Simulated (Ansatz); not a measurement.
The first iterations of a band of H3Si + H4Si (9 atoms, charge 0, multiplicity 2).

Level of theory: UKS PBE/def2-SVP (Ansatz).

```
movable images  : 5
climbing image  : yes
spring          : 5.0 eV/Å²
optimiser       : quadratic models (default)
start path      : through a guess of the saddle point
force threshold : 0.03 eV/Å
iteration limit : 60
end points      : relaxed
```

Initial state:

```xyz
9
Properties=species:S:1:pos:R:3
Si 0.000 0.000 -0.575
H 0.000 0.000 0.931
H 1.417 0.000 -1.076
H -0.708 1.227 -1.076
H -0.708 -1.227 -1.076
Si 0.000 0.000 4.275
H -0.775 -1.207 4.731
H 1.433 -0.068 4.730
H -0.658 1.275 4.730
```

Final state:

```xyz
9
Properties=species:S:1:pos:R:3
Si 0.001 0.000 -0.810
H -0.001 0.000 2.534
H 1.435 0.000 -1.266
H -0.717 1.242 -1.264
H -0.717 -1.242 -1.265
Si 0.000 0.000 4.040
H -0.766 -1.192 4.542
H 1.415 -0.067 4.541
H -0.650 1.259 4.542
```

| iteration | highest image above the first end (eV) | largest band force component (eV/Å) |
| --- | --- | --- |
| 1 | 0.280 | 1.526 |
| 2 | 0.156 | 0.699 |

Does the band converge within its limit, and where does its top end?

It converged. It ended after 5 iterations with the highest image 0.144 eV above the first end. A vibrational analysis at the climbing image gives one clearly imaginary mode, 700i cm⁻¹, and a faint second one (25i cm⁻¹) that may be numerical noise or a soft torsion: probably a first-order saddle point.

The run took 38 s on 2 threads of Arm Neoverse V2, on a shared host, peak memory 0.13 GiB.
